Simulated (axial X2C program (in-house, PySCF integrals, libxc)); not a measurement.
## What spin–orbit coupling does to O₂⁻

Calculated with an in-house relativistic program for diatomic molecules. Spin-free means the one-electron spin-free X2C Hamiltonian; two-component (2c) means X2C with spin–orbit coupling and atomic mean-field two-electron Coulomb and Gaunt terms, so the difference of the two also holds small scalar two-electron terms. Basis: O dyall-av3z [7s6p3d2f] (cores contracted in-house); Gaussian nuclei, density fitting, unrestricted open shells. Masses: O 15.995 u.

Spin-free state: M_S = 1/2, Λ = 1 (beyond evenly filled blocks: π+α, π+β, π-α); fragments O- + O.

```
  level  Re (Å)  ωe (cm⁻¹)  De (eV)
   PBE0   1.322     1234.8    4.160
     HF   1.289     1416.2    1.095
    MP2   1.358     1085.0    4.384
   CCSD   1.338     1187.8    3.741
CCSD(T)   1.354     1116.7    3.961
  B3LYP   1.341     1164.1    4.118
```

Correlated methods: 13 electrons correlated (number of frozen shells: O 1 s), 195 virtual spin orbitals or spinors in MP2, 90 natural virtuals in coupled cluster.

Q: Within this multiplet, which Ω should lie lowest by the rule for regular and inverted multiplets?

A: The open π shell holds three electrons, one hole, so the multiplet is inverted: Ω = Λ + 1/2 = 3/2. The PBE0 2c search agrees, though Ω = 1/2 of the search lies only 0.02 eV higher.

Two-component determinant lowest at the distance of the search:

Ω = 3/2 (⟨Sz⟩ = 0.50, ⟨Lz⟩ = 1.00 at HF); fragments O- + O.

| level | Re (Å) | ωe (cm⁻¹) | De (eV) |
| --- | --- | --- | --- |
| PBE0 | 1.322 | 1234.5 | 4.170 |
| HF | 1.289 | 1415.8 | 1.106 |
| MP2 | 1.358 | 1085.2 | 4.390 |
| CCSD | 1.338 | 1187.6 | 3.749 |
| CCSD(T) | 1.354 | 1116.6 | 3.961 |
| B3LYP | 1.341 | 1163.8 | 4.128 |

Q: From the two tables, how do the constants change at the CCSD(T) level (2c against spin-free)?

A: At the CCSD(T) level Re is unchanged within 0.001 Å and ωe stays the same within 0.2 cm⁻¹; De changes by 0.000 eV.

One determinant describes the state; a PBE0 search over occupations chose it and may have missed a lower one. Dissociation energies refer to the lowest single-determinant-based atoms at the same level and basis. Density functionals use the spin component along the axis (collinear). CCSD and (T) use frozen natural virtuals with an MP2 correction for the truncation; (T) itself is uncorrected, so its De runs slightly low. The 2c atoms are single determinants rather than J levels; their spin–orbit lowering is only partly caught, and De is too large by that part. This holds for PBE0, B3LYP. Without a current term, density functionals place determinants with orbital angular momentum somewhat too high. The highest occupied level of some functionals is positive through self-interaction error; at Hartree–Fock it is bound. Hartree–Fock gets electron affinities wrong, so its lowest charge split need not be the true one.
